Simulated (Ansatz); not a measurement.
Basis-set extrapolation for C3H5FO, SMILES `FCC1CO1` (PBE0-D4/def2-TZVP geometry, frozen core, Ansatz). Multiplicity 1, RHF reference.

```tsv
	def2-TZVPP	def2-QZVPP
HF	-290.880697	-290.893884
MP2 correlation	-0.981564	-1.056635
CCSD(T) correlation	-1.045412	not run
```

Energies in hartree. Use E(X) = E(∞) + A·exp(−7.88·√X) for Hartree–Fock and E(X) = E(∞) + B·X^(−2.97) for correlation, with X = 3 and 4, and add CCSD(T) minus MP2 of the smaller set to the MP2 limit.

Q: What is the CCSD(T) energy at the basis-set limit?

A: HF limit: -290.893884 + (-0.013187) × 0.13774 = -290.89570. MP2 limit: -1.056635 + (-0.075071) × 0.74074 = -1.11224. Higher-order term: -1.045412 − (-0.981564) = -0.06385. Total: -292.07179 hartree, 382.5 kJ/mol below CCSD(T)/def2-TZVPP.
